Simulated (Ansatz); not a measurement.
This Ansatz (a program for electronic structure) input (CCSD(T)/cc-pVDZ) gives -129.60132 Eh with 28 basis functions. A basis named .json is the Basis Set Exchange file of that set (core-valence sets with the plain set on hydrogen).

Ansatz 0.2 input:
```yaml
crystal:
  periodic: [false, false, false]
  atoms:
    - {symbol: N, position_ang: [-0.00000000, -0.00000000, -0.61062678]}
    - {symbol: O, position_ang: [0.00000000, 0.00000000, 0.53429844]}
basis:
  gaussian:
    orbitals: cc-pVDZ
magnetization: {spin_polarized: true, initial_magnetization: 1}
correlation: {method: ccsd_t, frozen_orbitals: {N: 0, O: 0}}
```

Change:
```diff
- orbitals: cc-pVDZ
+ orbitals: cc-pCVDZ.json
```

### Question
What does the run give now?

### Answer
-129.67827 Eh (CCSD(T)/cc-pCVDZ, 36 functions), a change of -76.95 mEh.
